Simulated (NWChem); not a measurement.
System meant: NO₂, doublet; SMILES [O]N=O

Here is an NWChem input.

```
start job
memory heap 200 mb stack 900 mb global 1100 mb
geometry units angstroms noautoz
  O     -1.092926     0.000000    -0.138541
  N      0.000000     0.000000     0.313987
  O      1.092926     0.000000    -0.138541
end
basis spherical
  * library def2-svp
end
dft
  odft
  mult 2
  xc pbe0
  iterations 4
  mulliken
end
task dft energy
```

End of the output:

```
     --------------------------
     Expectation value of S2:
     --------------------------
      <S2> =      0.7532 (Exact =     0.7500)

 center of mass
 --------------
 x =   0.00000000 y =   0.00000000 z =   0.00009732

 moments of inertia (a.u.)
 ------------------
           7.122507913831           0.000000000000           0.000000000000
           0.000000000000         143.577988490218           0.000000000000
           0.000000000000           0.000000000000         136.455480576387

     Multipole analysis of the density
     ---------------------------------

     L   x y z        total         alpha         beta         nuclear
     -   - - -        -----         -----         ----         -------
     0   0 0 0     -0.000000    -12.000000    -11.000000     23.000000

     1   1 0 0      0.000000      0.000000      0.000000      0.000000
     1   0 1 0     -0.000000     -0.000000     -0.000000      0.000000
     1   0 0 1      0.131867     -0.143461      0.275329      0.000000

     2   2 0 0    -13.350986    -42.219575    -39.380863     68.249452
     2   1 1 0     -0.000000     -0.000000     -0.000000      0.000000
     2   1 0 1     -0.000000     -0.000000     -0.000000      0.000000
     2   0 2 0    -10.747081     -5.575341     -5.171740      0.000000
     2   0 1 1      0.000000      0.000000     -0.000000      0.000000
     2   0 0 2    -11.353619     -8.313579     -6.601096      3.561056

 ------------------------------------------------------------------------
 dft energy failed                                                                                  0
 ------------------------------------------------------------------------
 ------------------------------------------------------------------------
  current input line :
    18: task dft energy
 ------------------------------------------------------------------------
 ------------------------------------------------------------------------
 This type of error is most commonly associated with calculations not reaching convergence criteria
 ------------------------------------------------------------------------
 For more information see the NWChem manual at https://nwchemgit.github.io

0:dft energy failed:Received an Error in Communication
```

Q: What is wrong, and how is it mended?

A: Convergence was not reached. Cause: the SCF was allowed too few iterations. This input runs:
```
start job
memory heap 200 mb stack 900 mb global 1100 mb
geometry units angstroms noautoz
  O     -1.092926     0.000000    -0.138541
  N      0.000000     0.000000     0.313987
  O      1.092926     0.000000    -0.138541
end
basis spherical
  * library def2-svp
end
dft
  odft
  mult 2
  xc pbe0
  iterations 150
  mulliken
end
task dft energy
```
It converges to -204.70827 Ha (PBE0/def2-SVP, spin-unrestricted).
